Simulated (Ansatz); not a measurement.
`CC(C)(F)S` + H₂ → `CC(F)S` + CH₄  (hydrogenolysis of a C–C bond)

Isolated molecules relaxed with PBE0-D4/def2-TZVP in Ansatz; ΔE leaves out vibrations. CCSD(T)/CBS adds triple-zeta CCSD(T) − MP2 to the extrapolated MP2 energy (def2 sets, frozen cores). This one scheme is used for every species. DFT in def2-TZVPP. B3LYP here is the variant with VWN-RPA as its local correlation; programs differ in this. Each species was taken in one conformer, which may not be the lowest.

`CC(C)(F)S`:

Cartesian coordinates in Å:
```
C 0.126 -1.325 -0.084
C -0.392 0.075 -0.305
C 0.668 1.140 -0.168
F -0.895 0.142 -1.597
S -1.865 0.435 0.738
H 0.495 -1.438 0.937
H 0.948 -1.524 -0.776
H -0.669 -2.051 -0.251
H 1.066 1.154 0.848
H 0.248 2.120 -0.391
H 1.487 0.932 -0.860
H -1.216 0.340 1.909
```

H₂:

```xyz
2

H     0.035    0.146   -0.342
H    -0.035   -0.146    0.342
```

`CC(F)S`:

Z-matrix (Å, degrees):
```
C
C 1 1.506
H 1 1.090 2 110.4
H 1 1.092 2 110.3 3 120.3
H 1 1.092 2 109.7 3 -120.3
F 2 1.384 1 108.6 3 176.4
S 2 1.800 1 114.3 3 -59.2
H 2 1.094 1 111.4 3 58.9
H 7 1.344 2 96.1 1 -45.3
```

CH₄:

Z-matrix (Å, degrees):
```
C
H 1 1.090
H 1 1.090 2 109.5
H 1 1.090 2 109.5 3 -120.0
H 1 1.090 2 109.5 3 120.0
```

| level | ΔE (kJ/mol) |
| --- | --- |
| PBE0-D4 | -63.4 |
| ωB97M-V | -60.3 |
| B3LYP | -75.8 |
| SCS-MP2/def2-TZVPP | -59.8 |

Question: What does CCSD(T)/CBS give? (An estimate is asked.)

Answer: The calculation gave: -57.4 kJ/mol. The listed levels differ from it by -6.0, -2.9, -18.4, -2.4 kJ/mol.

Largest T1 diagnostic among the species: 0.011.

The D4 term adds +11.3 kJ/mol with B3LYP and +6.1 kJ/mol with PBE0; it sums over pairs of atoms, weighted by their polarisabilities, and B3LYP, whose exchange is more repulsive, gets the larger term. In def2-TZVPP, CCSD(T) changes the Hartree–Fock value by +22.3 kJ/mol (the triples alone add +4.6 kJ/mol) and MP2 by +26.2 kJ/mol.
